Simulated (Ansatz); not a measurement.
The same path of H$_{5}$OSSi (8 atoms, charge 1, multiplicity 1) was run twice with different band settings. The coordinate that changes most is the dihedral H7–O2–S3–H8.

These are results of RKS B3LYP-D4/def2-SVP (Ansatz), not measurements.

Relaxed end points:

```xyz
8
Properties=species:S:1:pos:R:3
Si -0.745 0.643 -0.669
O 0.636 0.039 0.400
S 0.482 -1.297 1.543
H -1.035 -0.552 -1.483
H -0.044 1.752 -1.348
H -1.788 1.029 0.300
H 1.434 0.584 0.553
H 1.060 -2.199 0.704
```

```xyz
8
Properties=species:S:1:pos:R:3
Si -0.746 0.644 -0.666
O 0.728 -0.105 0.158
S 0.778 -1.763 0.762
H -0.980 -0.240 -1.823
H -0.189 1.979 -0.968
H -1.753 0.577 0.408
H 1.615 0.301 0.079
H 0.546 -1.394 2.051
```

Common settings: spring 5.0 eV/Å²; optimiser quadratic models (default); start path through a guess of the saddle point; force threshold 0.03 eV/Å; end points relaxed.

| run | movable images | climbing image | iteration limit |
| --- | --- | --- | --- |
| 1 | 7 | yes | 23 |
| 2 | 2 | no | 60 |

(1) What does each run give, and how far can it be trusted?

Answers

(1) Run 1: converged after 8 iterations, highest image 0.280 eV above the first end. A vibrational analysis at the climbing image gives one clearly imaginary mode, 408i cm⁻¹: a first-order saddle point.
Run 2: converged after 8 iterations, highest image 0.164 eV above the first end. The dihedral H7–O2–S3–H8 jumps by 107° between images 1 and 2, so the path isn't resolved there. No image climbed, so the highest image needn't sit at the top of the path. A band with more images between the same ends climbed to 0.28 eV, so this one has probably stepped over the top. So few images can step over the top or miss a turn of the path.
Limits of this set-up: the dipole of an ion depends on the origin.
